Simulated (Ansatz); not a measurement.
Reaction: C2H4O2 (methyl formate, SMILES COC=O) → C2H3O2 (SMILES C(=O)O[CH2], doublet) + H (doublet) (the C-H bond breaks)
Each species at its own B3LYP-D3(BJ)/def2-TZVP minimum (Ansatz, a first-principles code), one conformer.

Total energies in hartree (Ansatz). Open shells are spin-unrestricted; no spin-orbit coupling. Correlated methods leave the cores frozen. No relativity. For partners of very few electrons the exact lower level stands in for a higher one.

```tsv
species	HF/cc-pVTZ	CCSD(T)/cc-pVTZ	HF/cc-pVQZ	CCSD(T)/cc-pVQZ	CCSD(T)/cc-pVDZ	CCSDT(Q)/cc-pVDZ
1: C2H4O2 (methyl formate, SMILES COC=O)	-227.87667	-228.72616	-227.89377	-228.79724	-228.49069	-228.49325
2: C2H3O2 (SMILES [CH2]OC=O, doublet)	-227.24307	-228.05632	-227.26014	-228.12608	-227.82669	-227.82939
3: H (doublet)	-0.49981	-0.49981	-0.49995	-0.49995	-0.49928	-0.49928
```

Work out the bond dissociation energy (electronic) in kJ/mol: take Hartree-Fock from cc-pVQZ, extrapolate the CCSD(T) correlation energy as X^-3 (X = 3, 4), and add CCSDT(Q) - CCSD(T) in cc-pVDZ. 1 hartree = 2625.5 kJ/mol.


Species 1: correlation (64·(-0.90347) - 27·(-0.84949))/37 = -0.94286; step -0.00256; E1 = -227.89377 + (-0.94286) + (-0.00256) = -228.83919
Species 2: correlation (64·(-0.86594) - 27·(-0.81325))/37 = -0.90439; step -0.00270; E2 = -227.26014 + (-0.90439) + (-0.00270) = -228.16723
Species 3: correlation (64·(0.00000) - 27·(0.00000))/37 = 0.00000; step +0.00000; E3 = -0.49995 + (0.00000) + (+0.00000) = -0.49995
-1·E1 +1·E2 +1·E3 = 0.17201 hartree = 451.6 kJ/mol.
